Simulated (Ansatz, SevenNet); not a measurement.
**hcp Ru, elastic constant C13**

Reference value: 168 GPa (measured, temperature not stated, not corrected to a static lattice; as tabulated in Mehl and Papaconstantopoulos (1996), arXiv:mtrl-th/9602003).

| level (code) | value (GPa) | cell (Å³/atom) |
|---|---|---|
| SevenNet-l3i5 | 254 | 13.94 |
| LDA (Ansatz) | [?] | 13.09 |
| PBE (Ansatz) | 168 | 13.77 |
| PBE-D3(BJ) (Ansatz) | 177 | 13.44 |
| r²SCAN+rVV10 (Ansatz) | 189 | 13.39 |

**Question.** Complete the blanks.

**Answer.** 
- LDA (Ansatz, an electronic-structure program), value (GPa): 202

Differences against the reference: SevenNet-l3i5 +51 %, LDA +20 %, PBE 0.0 %, PBE-D3(BJ) +5.4 %, r²SCAN+rVV10 +12.5 %.

The reference's temperature isn't stated, so close values are not ranked against it. Off by more than 25 %, or 35 % on the side where a correction would as a rule narrow the miss (bounds picked here): SevenNet-l3i5 (+51 %).

The reference isn't brought to a static lattice, while the calculations are for one, so the differences are not the levels' errors alone.  PBE-D3(BJ): the dispersion coefficients are held fixed in the derivatives. Each level is taken at its own relaxed cell. Cutoffs differ between the levels. Ansatz's density-functional and Hartree–Fock values are scalar-relativistic unless marked +SOC, with PAW data made under PBE.

Machine-learned potentials (SevenNet-l3i5) are trained on DFT data: a solid inside that data is no test of them.

Differences are worked out from the printed values.
